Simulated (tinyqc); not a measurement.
Worked calculation (part 2 of 2): CIS on RHF in the sto-3g basis, for H2F+, spin multiplicity 1. Computed by tinyqc, a small Python program that keeps every step (integrals from PySCF). Command: `OMP_NUM_THREADS=1 python tinyqc.py 20489 20490 out.jsonl` (the two numbers bound the seeds that draw the settings). One thread of a shared host (Intel(R) Xeon(R) Processor @ 2.60GHz), about 0.09 s of CPU time with the checks.

Geometry (angstrom):
```
atom         x          y         z
F     0.000000   0.000000  0.000000
H     0.000000   0.859000  0.564000
H     0.000000  -0.859000  0.564000
```

## CIS singlet states

CIS matrix A, singlet (hartree):
```
           1>6        1>7        2>6        2>7        3>6        3>7        4>6        4>7
1>6  25.923155   0.000000   0.014412   0.000000   0.000000   0.020327  -0.013589   0.000000
1>7   0.000000  25.965959   0.000000   0.040977   0.002757   0.000000   0.000000  -0.018042
2>6   0.014412   0.000000   1.580514   0.000000   0.000000  -0.047911   0.054263   0.000000
2>7   0.000000   0.040977   0.000000   1.655233   0.040280   0.000000   0.000000  -0.029990
3>6   0.000000   0.002757   0.000000   0.040280   0.717167   0.000000   0.000000  -0.036696
3>7   0.020327   0.000000  -0.047911   0.000000   0.000000   0.999881  -0.123275   0.000000
4>6  -0.013589   0.000000   0.054263   0.000000   0.000000  -0.123275   0.633064   0.000000
4>7   0.000000  -0.018042   0.000000  -0.029990  -0.036696   0.000000   0.000000   0.684779
5>6   0.000000   0.000000   0.000000   0.000000   0.000000   0.000000   0.000000   0.000000
5>7   0.000000   0.000000   0.000000   0.000000   0.000000   0.000000   0.000000   0.000000

          5>6       5>7
1>6  0.000000  0.000000
1>7  0.000000  0.000000
2>6  0.000000  0.000000
2>7  0.000000  0.000000
3>6  0.000000  0.000000
3>7  0.000000  0.000000
4>6  0.000000  0.000000
4>7  0.000000  0.000000
5>6  0.499341  0.000000
5>7  0.000000  0.588814
```

dipole integrals <i|r|a> (bohr), order 1>6, 1>7, 2>6, 2>7, 3>6, 3>7, 4>6, 4>7, 5>6, 5>7:
$$\begin{pmatrix}
0.000000 & 0.000000 & -0.029369 \\
0.000000 & 0.042862 & 0.000000 \\
0.000000 & 0.000000 & 0.050918 \\
0.000000 & -0.094966 & 0.000000 \\
0.000000 & 0.843439 & 0.000000 \\
0.000000 & 0.000000 & -0.532951 \\
0.000000 & 0.000000 & 0.380218 \\
0.000000 & -0.580634 & 0.000000 \\
-0.023417 & 0.000000 & 0.000000 \\
0.000000 & 0.000000 & 0.000000
\end{pmatrix}$$

Diagonalise A (1 hartree = 27.211386 eV); each vector has its largest component positive (the first on a tie). The transition dipole is mu = sqrt2 sum c_ia <i|r|a>.

singlet excitation energies (eV): [13.587770, 16.022457, 16.163872, 17.982508, 20.091262, 28.043102, 43.234823, 45.114063, 705.405875, 706.571969]

lowest vectors, order 1>6, 1>7, 2>6, 2>7, 3>6, 3>7, 4>6, 4>7, 5>6, 5>7:
$$\begin{pmatrix}
0.000000 & 0.000000 & 0.000306 & 0.000000 & 0.000000 & -0.000996 \\
0.000000 & 0.000000 & 0.000000 & 0.000534 & -0.000392 & 0.000000 \\
0.000000 & 0.000000 & -0.038766 & 0.000000 & 0.000000 & 0.110767 \\
0.000000 & 0.000000 & 0.000000 & 0.003233 & -0.054557 & 0.000000 \\
0.000000 & 0.000000 & 0.000000 & 0.544255 & 0.837764 & 0.000000 \\
0.000000 & 0.000000 & 0.286196 & 0.000000 & 0.000000 & 0.953432 \\
0.000000 & 0.000000 & 0.957387 & 0.000000 & 0.000000 & -0.280528 \\
0.000000 & 0.000000 & 0.000000 & 0.838913 & -0.543299 & 0.000000 \\
1.000000 & 0.000000 & 0.000000 & 0.000000 & 0.000000 & 0.000000 \\
0.000000 & 1.000000 & 0.000000 & 0.000000 & 0.000000 & 0.000000
\end{pmatrix}$$

oscillator strengths 2/3 w |mu|^2: [0.000365, 0.000000, 0.034763, 0.000708, 1.038787, 0.509833]

## CIS matrix, triplets

orbital energies (hartree): MO1 -26.607938, MO2 -2.033571, MO3 -1.167729, MO4 -1.056395, MO5 -1.027894, MO6 -0.035846, MO7 0.121061

Two-electron integrals over orbitals (pq|rs), unique and non-zero (hartree):
```
(11|11) 5.362447    (21|11) -0.504128   (21|21) 0.075231    (22|11) 1.203858
(22|21) -0.019496   (22|22) 0.858227    (31|31) 0.017197    (32|31) 0.025615
(32|32) 0.157012    (33|11) 0.981268    (33|21) -0.008108   (33|22) 0.754094
(33|33) 0.729767    (41|11) 0.128482    (41|21) -0.016381   (41|22) 0.013468
(41|33) 0.004860    (41|41) 0.028209    (42|11) -0.092109   (42|21) 0.007810
(42|22) 0.001331    (42|33) -0.005754   (42|41) 0.030224    (42|42) 0.160591
(43|31) -0.003544   (43|32) 0.006766    (43|43) 0.048121    (44|11) 1.159256
(44|21) -0.014362   (44|22) 0.815835    (44|33) 0.709907    (44|41) -0.010657
(44|42) -0.089090   (44|44) 0.891450    (51|51) 0.029601    (52|51) 0.039144
(52|52) 0.181747    (53|53) 0.037920    (54|51) -0.009341   (54|52) -0.033863
(54|54) 0.054260    (55|11) 1.264011    (55|21) -0.014189   (55|22) 0.880383
(55|33) 0.743139    (55|41) 0.003663    (55|42) -0.050641   (55|44) 0.835429
(55|55) 0.997514    (61|11) 0.211709    (61|21) -0.033249   (61|22) 0.004366
(61|33) 0.002358    (61|41) -0.005125   (61|42) -0.018890   (61|44) 0.013118
(61|55) 0.005859    (61|61) 0.020914    (62|11) -0.286978   (62|21) 0.007432
(62|22) -0.144319   (62|33) -0.089099   (62|41) -0.017380   (62|42) -0.041582
(62|44) -0.102906   (62|55) -0.149891   (62|61) 0.004471    (62|62) 0.076004
(63|31) -0.003921   (63|32) 0.025781    (63|43) 0.018059    (63|63) 0.068541
(64|11) -0.265820   (64|21) 0.003390    (64|22) -0.140452   (64|33) -0.083325
(64|41) -0.006059   (64|42) 0.008233    (64|44) -0.149112   (64|55) -0.145855
(64|61) 0.001119    (64|62) 0.060515    (64|64) 0.073450    (65|51) -0.013726
(65|52) -0.052773   (65|54) -0.007600   (65|65) 0.026064    (66|11) 0.690765
(66|21) -0.005471   (66|22) 0.569219    (66|33) 0.551799    (66|41) 0.015827
(66|42) 0.066766    (66|44) 0.534385    (66|55) 0.544835    (66|61) -0.004891
(66|62) -0.052808   (66|64) -0.027816   (66|66) 0.542266    (71|31) 0.016993
(71|32) 0.024239    (71|43) -0.003605   (71|63) -0.003528   (71|71) 0.016810
(72|31) 0.017476    (72|32) 0.065525    (72|43) -0.023012   (72|63) -0.026938
(72|71) 0.016612    (72|72) 0.056378    (73|11) 0.426885    (73|21) -0.008440
(73|22) 0.208198    (73|33) 0.162620    (73|41) -0.001167   (73|42) -0.057605
(73|44) 0.202264    (73|55) 0.231943    (73|61) 0.005257    (73|62) -0.071034
(73|64) -0.085285   (73|66) 0.018628    (73|73) 0.161849    (74|31) -0.007476
(74|32) -0.055845   (74|43) 0.008476    (74|63) -0.041996   (74|71) -0.007403
(74|72) -0.011388   (74|74) 0.048806    (75|53) 0.025582    (75|75) 0.019974
(76|31) -0.009813   (76|32) -0.094157   (76|43) -0.047295   (76|63) -0.083719
(76|71) -0.009610   (76|72) 0.006138    (76|74) 0.060057    (76|76) 0.159777
(77|11) 0.796660    (77|21) -0.007753   (77|22) 0.612155    (77|33) 0.612607
(77|41) 0.003237    (77|42) 0.007213    (77|44) 0.590289    (77|55) 0.600089
(77|61) 0.002530    (77|62) -0.045767   (77|64) -0.031193   (77|66) 0.536483
(77|73) 0.070828    (77|77) 0.576019
```

A(ia,jb) = (e_a - e_i) d_ij d_ab - (ij|ab).

CIS matrix A, triplet (hartree):
```
           1>6        1>7        2>6        2>7       3>6       3>7        4>6        4>7
1>6  25.881328   0.000000   0.005471   0.000000  0.000000  0.009813  -0.015827   0.000000
1>7   0.000000  25.932339   0.000000   0.007753  0.009813  0.000000   0.000000  -0.003237
2>6   0.005471   0.000000   1.428505   0.000000  0.000000  0.094157  -0.066766   0.000000
2>7   0.000000   0.007753   0.000000   1.542477  0.094157  0.000000   0.000000  -0.007213
3>6   0.000000   0.009813   0.000000   0.094157  0.580084  0.000000   0.000000   0.047295
3>7   0.009813   0.000000   0.094157   0.000000  0.000000  0.676184   0.047295   0.000000
4>6  -0.015827   0.000000  -0.066766   0.000000  0.000000  0.047295   0.486164   0.000000
4>7   0.000000  -0.003237   0.000000  -0.007213  0.047295  0.000000   0.000000   0.587168
5>6   0.000000   0.000000   0.000000   0.000000  0.000000  0.000000   0.000000   0.000000
5>7   0.000000   0.000000   0.000000   0.000000  0.000000  0.000000   0.000000   0.000000

          5>6       5>7
1>6  0.000000  0.000000
1>7  0.000000  0.000000
2>6  0.000000  0.000000
2>7  0.000000  0.000000
3>6  0.000000  0.000000
3>7  0.000000  0.000000
4>6  0.000000  0.000000
4>7  0.000000  0.000000
5>6  0.447214  0.000000
5>7  0.000000  0.548866
```

## CIS triplet states

Diagonalise A (1 hartree = 27.211386 eV); each vector has its largest component positive (the first on a tie).

triplet excitation energies (eV): [12.169300, 12.708290, 14.438482, 14.935409, 17.075452, 18.500333, 39.291680, 42.221366, 704.267207, 705.655082]

lowest vectors, order 1>6, 1>7, 2>6, 2>7, 3>6, 3>7, 4>6, 4>7, 5>6, 5>7:
$$\begin{pmatrix}
0.000000 & 0.000679 & 0.000000 & 0.000000 & 0.000000 & -0.000184 \\
0.000000 & 0.000000 & -0.000353 & 0.000000 & -0.000133 & 0.000000 \\
0.000000 & 0.092118 & 0.000000 & 0.000000 & 0.000000 & -0.096728 \\
0.000000 & 0.000000 & -0.075338 & 0.000000 & -0.060092 & 0.000000 \\
0.000000 & 0.000000 & 0.760223 & 0.000000 & 0.642481 & 0.000000 \\
0.000000 & -0.258909 & 0.000000 & 0.000000 & 0.000000 & 0.958711 \\
0.000000 & 0.961499 & 0.000000 & 0.000000 & 0.000000 & 0.267426 \\
0.000000 & 0.000000 & -0.645279 & 0.000000 & 0.763942 & 0.000000 \\
1.000000 & 0.000000 & 0.000000 & 0.000000 & 0.000000 & 0.000000 \\
0.000000 & 0.000000 & 0.000000 & 1.000000 & 0.000000 & 0.000000
\end{pmatrix}$$
